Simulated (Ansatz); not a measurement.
Input file:

```yaml
crystal:
  periodic: [false, false, false]
  atoms:
    - {symbol: C, position_ang: [0.000000, 0.005146, 2.351390]}
    - {symbol: Ga, position_ang: [0.000000, 0.015029, 0.439090]}
    - {symbol: P, position_ang: [0.000000, -0.079744, -1.839941]}
    - {symbol: H, position_ang: [0.000000, 1.349568, -1.851901]}
basis:
  gaussian: {orbitals: cc-pVDZ}
total_charge: 1
magnetization: {spin_polarized: true, initial_magnetization: 2}
correlation: {method: ccsdt_q, electrons: outside_noble_gas}
```

```sh
$ ansatz run in.yaml --threads 1 --pin off --events-out ev --progress --plain --max-ram 2393MiB
```

Log:

```
1246 factors; integrals over basis functions are off by at most 1.9e-7 eV
mean field evaluation 1: about -62638.0162 eV, gradient 9.7e0 eV
mean field evaluation 2: about -62638.0222 eV, gradient 9.7e0 eV
mean field evaluation 4: about -62639.2927 eV, gradient 1.5e0 eV
mean field evaluation 8: about -62639.3375 eV, gradient 5.2e-3 eV
mean field evaluation 16: about -62639.8703 eV, gradient 5.8e-2 eV
mean field evaluation 32: about -62636.8466 eV, gradient 1.8e0 eV
mean field evaluation 64: about -62639.3375 eV, gradient 2.5e-3 eV
mean field evaluation 96: about -62639.8431 eV, gradient 2.4e-6 eV
mean field evaluation 128: about -62639.8431 eV, gradient 3.3e-6 eV
mean field evaluation 160: about -62639.3103 eV, gradient 4.3e-2 eV
...
cycle  62  -6.50413677 eV  change    2.5e-7 eV  update   1.9e-6
cycle  63  -6.50413655 eV  change    2.3e-7 eV  update   1.8e-6
cycle  64  -6.50413663 eV  change   -8.4e-8 eV  update   1.7e-6
cycle  65  -6.50413691 eV  change   -2.8e-7 eV  update   1.6e-6
cycle  66  -6.50413722 eV  change   -3.1e-7 eV  update   1.5e-6
cycle  67  -6.50413742 eV  change   -2.0e-7 eV  update   1.4e-6
cycle   1  -6.50413798 eV  update   1.1e-6
cycle   2  -6.50413817 eV  change   -1.9e-7 eV  update   1.1e-6
cycle   3  -6.50413859 eV  change   -4.2e-7 eV  update   1.1e-6
cycle   4  -6.50413851 eV  change    8.2e-8 eV  update   9.1e-7
perturbative correction -0.01852283 eV, -0.0006807015 hartree
Total energy: -62647.30398686 eV, -2302.2459576492 hartree
```

Ran on 1 thread of Arm Neoverse V1, shared host: 3.7 min wall, 0.81 GiB peak host memory.
